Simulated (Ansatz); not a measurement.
in.yaml

```yaml
crystal:
  periodic: [false, false, false]
  atoms:
    - {symbol: Cl, position_ang: [0.000000, 0.000000, -1.672333]}
    - {symbol: H, position_ang: [0.000000, 0.000000, -0.167333]}
    - {symbol: Si, position_ang: [0.000000, 0.000000, 1.839667]}
basis:
  gaussian: {orbitals: 6-31G}
magnetization: {spin_polarized: false, initial_magnetization: 2}
correlation: {method: ccsdtq, electrons: outside_noble_gas}
```

```sh
$ ansatz run in.yaml --threads 2 --pin off --events-out ev --progress --plain --max-ram 16896MiB --backend cuda --devices 0, --max-vram 18GiB
```

Log:

```
531 factors; integrals over basis functions are off by at most 5.0e-8 eV
mean field evaluation 1: about -20376.0699 eV, gradient 1.2e1 eV
mean field evaluation 2: about -20376.0722 eV, gradient 1.2e1 eV
mean field evaluation 4: about -20377.1507 eV, gradient 1.0e0 eV
mean field evaluation 8: about -20377.1742 eV, gradient 1.5e-3 eV
mean field evaluation 16: about -20377.1695 eV, gradient 1.1e-1 eV
mean field evaluation 32: about -20376.7356 eV, gradient 2.5e-6 eV
mean field evaluation 64: about -20376.7355 eV, gradient 2.4e-2 eV
mean field evaluation 96: about -20373.4586 eV, gradient 3.2e-2 eV
mean field evaluation 128: about -20377.1742 eV, gradient 1.6e-3 eV
mean field evaluation 160: about -20373.4587 eV, gradient 5.8e-3 eV
...
cycle  12  -2.53759431 eV  change   -1.9e-5 eV  update   1.0e-3
cycle  13  -2.53759207 eV  change    2.2e-6 eV  update   2.6e-4
cycle  14  -2.53758364 eV  change    8.4e-6 eV  update   9.8e-5
cycle  15  -2.53758030 eV  change    3.3e-6 eV  update   9.8e-5
cycle  16  -2.53757934 eV  change    9.6e-7 eV  update   6.9e-5
cycle  17  -2.53757934 eV  change    1.9e-9 eV  update   2.6e-5
cycle  18  -2.53758026 eV  change   -9.2e-7 eV  update   7.2e-6
cycle  19  -2.53758082 eV  change   -5.6e-7 eV  update   2.7e-6
cycle  20  -2.53758096 eV  change   -1.4e-7 eV  update   1.5e-6
cycle  21  -2.53758088 eV  change    8.5e-8 eV  update   1.4e-6
Total energy: -20379.71175907 eV, -748.9405932809 hartree
```

For the same geometry and basis full CI lies 0.1 meV lower.

Ran on 2 threads of AMD EPYC 7R13 with a shared H100 80 GB, shared host: 21 s wall, 0.94 GiB peak host memory.
